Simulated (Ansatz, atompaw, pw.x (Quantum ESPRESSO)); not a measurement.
**pw.x on diamond Nb: one setting changed**

Potential: PAW, atompaw 4.2.0.5, LDA (PW92); core [Ar] 3d10, reference 4s2 4p6 4d4.5 5s0.5 5p0; waves: 4s (bound): rc 1.80 bohr; 5s (bound): rc 2.35 bohr; 4p (bound): rc 1.65 bohr; 5p (bound, empty): rc 2.35 bohr; 4d (bound): rc 2.20 bohr; 4d channel at 1.5 Ry: rc 2.20 bohr; local part: vpsmatchnc scheme with l = 3 at -0.5 Ry, radius 2.25 bohr; core correction: smooth core density matched at 1.90 bohr; augmentation: sinc compensation charge, radius 2.05 bohr; PAW radius 2.35 bohr; waves and projectors: custom polynom vanderbiltortho.

The reference run (k-mesh 8³, cutoffs 55/550 Ry, Fermi–Dirac 0.01 Ry, mixing_beta 0.4, conv_thr 1e-9, no spin) gives -0.08 GPa at 23.879 Å³/atom, where all-electron LAPW gives 0.14 GPa. This run, with its own iteration cap, changes smearing to mv.

```
&control
  calculation='scf', prefix='x', pseudo_dir='./', outdir='./tmp', tstress=.true., disk_io='none'
/
&system
  ibrav=0, nat=2, ntyp=1, ecutwfc=55, ecutrho=550, nbnd=22,
  occupations='smearing', smearing='mv', degauss=0.01
/
&electrons
  conv_thr=1e-09, mixing_beta=0.4, electron_maxstep=60
/
ATOMIC_SPECIES
Nb 1.0 Nb.UPF
CELL_PARAMETERS angstrom
  0.00000000 2.87964341 2.87964341
  2.87964341 0.00000000 2.87964341
  2.87964341 2.87964341 0.00000000
ATOMIC_POSITIONS crystal
Nb 0.0000 0.0000 0.0000
Nb 0.2500 0.2500 0.2500
K_POINTS automatic
8 8 8 0 0 0
```

```bash
pw.x < Nb.scf.in > Nb.scf.out
```

Q: How does the run end?

A: It converges in 9 iterations; the free energy moves by +45.0 meV/atom and the pressure by -0.80 GPa. This scheme is built to cancel the term in the square of the width that Fermi–Dirac smearing leaves in the F of a metal.

```
Message from routine setup:
     using ibrav=0 with symmetry is DISCOURAGED, use correct ibrav instead
     lattice parameter (alat)  =       7.6958  a.u.
     unit-cell volume          =     322.2870 (a.u.)^3
     number of electrons       =        26.00
     number of Kohn-Sham states=           22
     kinetic-energy cutoff     =      55.0000  Ry
     charge density cutoff     =     550.0000  Ry
     scf convergence threshold =      1.0E-09
     Exchange-correlation= SLA PW NOGX NOGC
     number of k points=    29  Marzari-Vanderbilt smearing, width (Ry)=  0.0100
     iteration #  1     ecut=    55.00 Ry     beta= 0.40
     total energy              =    -651.79315124 Ry
     estimated scf accuracy    <       0.08958561 Ry
     iteration #  2     ecut=    55.00 Ry     beta= 0.40
     total energy              =    -651.80411412 Ry
     estimated scf accuracy    <       0.00779550 Ry
     iteration #  3     ecut=    55.00 Ry     beta= 0.40
     total energy              =    -651.80438874 Ry
     estimated scf accuracy    <       0.00161582 Ry
     [... 3 iterations left out ...]
     iteration #  7     ecut=    55.00 Ry     beta= 0.40
     total energy              =    -651.80452487 Ry
     estimated scf accuracy    <       0.00000006 Ry
     iteration #  8     ecut=    55.00 Ry     beta= 0.40
     total energy              =    -651.80452487 Ry
     estimated scf accuracy    <          3.8E-09 Ry
     iteration #  9     ecut=    55.00 Ry     beta= 0.40
     the Fermi energy is    12.0258 ev
!    total energy              =    -651.80452488 Ry
     estimated scf accuracy    <          1.9E-10 Ry
     smearing contrib. (-TS)   =       0.00056992 Ry
     convergence has been achieved in   9 iterations
          total   stress  (Ry/bohr**3)                   (kbar)     P=       -8.81
     Message from routine punch:
     Nothing written, as per user request (disk_io='none')
```

The run took about 30 s on one core of a shared host (Intel(R) Xeon(R) Platinum 8488C, 192 threads, 744 GiB, load 82).
